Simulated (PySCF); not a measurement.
## Spin-Hamiltonian simulation

Molecule: `C=N[C@H]1CC1=C`, C$_{5}$H$_{7}$N.

Bonds (- single, = double, # triple, : aromatic): C1=N2 1.264 Å, N2-C3 1.412 Å, C3-C4 1.534 Å, C4-C5 1.453 Å, C5=C6 1.322 Å, C5-C3 1.475 Å. C1 carries H7, H8; C3 carries H9; C4 carries H10, H11; C6 carries H12, H13. Stereochemistry as in C=N[C@H]1CC1=C. H8, H12 are cis to C3; H11 is cis to N2 on the ring; H7, H13 are trans to C3; H10 is trans to N2 on the ring.

[PySCF 2.14.0 with density-fitted response routines: coordinates at the PBE0-D3(BJ)/def2-SVP level; PBE0/pcSseg-1 with gauge-including orbitals; couplings computed with B3LYP/pcJ-1 (spin–dipole term only in couplings to heteroatoms); one conformer; no solvent model; non-relativistic]

Shifts are taken against calculated references (same method and geometry level): $^{1}$H vs TMS.

The 7-spin Hamiltonian (Zeeman plus full scalar coupling among like nuclei) was diagonalised exactly; lines are Lorentzian, 1.0 Hz wide, and the maxima above 3 % are listed with the tallest set to 100.

Peak list at 600 MHz for the spins H7/H8/H9/H10/H11/H12/H13:
δ in ppm (height): 7.706 (90), 7.675 (100), 7.136 (59), 7.134 (59), 7.105 (53), 7.103 (53), 5.938 (20), 5.937 (26), 5.936 (27), 5.934 (28), 5.932 (41), 5.930 (49), 5.930 (49), 5.928 (43), 5.926 (28), 5.924 (28), 5.923 (26), 5.922 (21), 5.896 (20), 5.893 (51), 5.888 (52), 5.884 (21), 2.924 (10), 2.922 (17), 2.920 (19), 2.918 (25), 2.915 (25), 2.912 (24), 2.910 (26), 2.908 (24), 2.905 (26), 2.902 (26), 2.900 (19), 2.898 (17), 2.896 (10), 1.813 (4), 1.806 (10), 1.800 (11), 1.799 (9), 1.794 (33), 1.787 (73), 1.782 (86), 1.775 (53), 1.769 (36), 1.764 (25), 1.756 (7), 1.750 (8), 1.745 (5)

Question: Extract the chemical shifts and coupling constants behind this pattern (give the signs of the calculation).

Answer: 
Shifts (ppm): H7 7.12, H8 7.69, H9 2.91, H10 1.77, H11 1.79, H12 5.93, H13 5.89.
Couplings (Hz): H7–H8: 18.5; H7–H9: -1.3; H7–H10: -0.4; H7–H13: -0.4; H8–H10: -0.4; H8–H13: -0.4; H9–H10: 8.2; H9–H11: 3.6; H9–H12: -1.7; H9–H13: -2.6; H10–H11: -11.4; H10–H12: -3.6; H10–H13: -2.9; H11–H12: -3.9; H11–H13: -3.1; H12–H13: 1.0.
These are the parameters used. A line list fixes at most the relative signs, and those only where coupling is strong; other parameter sets or atom labellings may fit too, and couplings well below the line width leave little trace.

Unscaled 3J(H,H) at this level run about 10 % above measured values.
